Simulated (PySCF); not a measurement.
Species: C4H9F.
SMILES with atom numbers: `[CH3:1][C:2]([CH3:3])([CH3:4])[F:5]` (hydrogens: H6, H7, H8 on C1; H9, H10, H11 on C3; H12, H13, H14 on C4)

Theory: PBE0-D3(BJ)/def2-SVP geometry optimisation, gas phase (PySCF).

Give the optimised bond lengths and angles.

| bond | length (Å) | order |
| --- | --- | --- |
| C1–C2, C2–C3, C2–C4 | 1.518 | single |
| C2–F5 | 1.397 | single |
| C1–H6 and 8 like bonds | 1.100 | single |

Bonds in one row agree within 0.01 Å and their mean is given. Orders are formal, as drawn. A selection of angles:
| angle | degrees |
| --- | --- |
| C2–C1–H6 | 111.0 |
| C2–C1–H7 | 110.2 |
| H6–C1–H7 | 108.5 |
| H7–C1–H8 | 108.3 |
| C1–C2–C3 | 112.0 |
| C1–C2–F5 | 106.8 |

All 3 C–C bonds measure 1.518 Å. Of the pairs four or more bonds apart, H10···H14 is among the closest relative to their van der Waals radii: 2.52 Å, 105 % of the sum of Bondi's values.

Point group: C3v (every atom within 0.08 Å of its image). No frequency check.
